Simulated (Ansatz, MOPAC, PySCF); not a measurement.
Noncovalent pair: H2O (SMILES O) (first 3 atoms) with CH4O (SMILES CO); geometry from S66by8 set.
(charge 0, multiplicity 1):
```xyz
9

O     -2.32407     0.08201     0.10134
H     -2.74075     0.88089     0.42711
H     -1.39504     0.19277     0.34229
O      1.05086     0.17450     0.52823
H      1.41885    -0.39757     1.20576
C      1.51587    -0.29713    -0.73392
H      1.08505     0.35397    -1.48704
H      2.60183    -0.24633    -0.80824
H      1.18753    -1.31700    -0.93300
```

Monomers are frozen at their geometry in the pair; levels with a basis set take the counterpoise correction. Rows marked so take none.

Correlated levels freeze the cores. Rows in STO-3G carry no dispersion term and start afresh at each structure. The state reached by PM3 isn't checked.

Programs: Ansatz (Gaussian orbitals); MOPAC for PM3 (differences of heats of formation); PySCF for STO-3G rows. 

Q: Predict the interaction energy from MP2/aug-cc-pVDZ.

A: -3.8 kcal/mol

Q: Estimate the interaction energy that HF/STO-3G (no counterpoise) returns for this input.

A: -2.3 kcal/mol

Q: Give the interaction energy at the level PM3.

A: -1.5 kcal/mol

Ansatz is a program for electronic structure.
